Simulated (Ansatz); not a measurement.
fcc Ca was calculated with rVV10 (Ansatz, an electronic-structure program, plane waves, PAW).

Numerical settings: plane-wave cutoff 520 eV, 18×18×18 k mesh, Fermi–Dirac smearing 0.05 eV, scalar-relativistic PAW data made under PBE.

Results at a series of volumes:

```csv
V (Å³/atom),E − E_lowest (meV/atom),P (GPa)
38.239,8.90,1.237
39.053,3.79,0.784
39.866,0.88,0.367
40.680,0.00,-0.016
41.494,0.99,-0.369
42.307,3.70,-0.694
43.121,8.00,-0.992
```

**Question.** What bulk modulus B0 and pressure derivative B′ does a third-order Birch–Murnaghan fit give?

**Answer.** V0 = 40.644 Å³/atom, B0 = 18.4 GPa, B′ = 3.2 (fit to the energies at full precision).

Measured, for comparison: bulk modulus 18.6 GPa (corrected for temperature and zero-point phonon effects, our sources range from 15.9 to 18.7; as tabulated in Levämäki et al. (2014), arXiv:1402.3671); equilibrium volume per atom 42.81 Å³/atom (low-temperature or extrapolated to 0 K; zero-point anharmonic expansion removed; as tabulated in Csonka et al. (2009), arXiv:0903.4037). Computed (rounded) less measured: bulk modulus not scored (sources differ), equilibrium volume per atom -5.1 %.
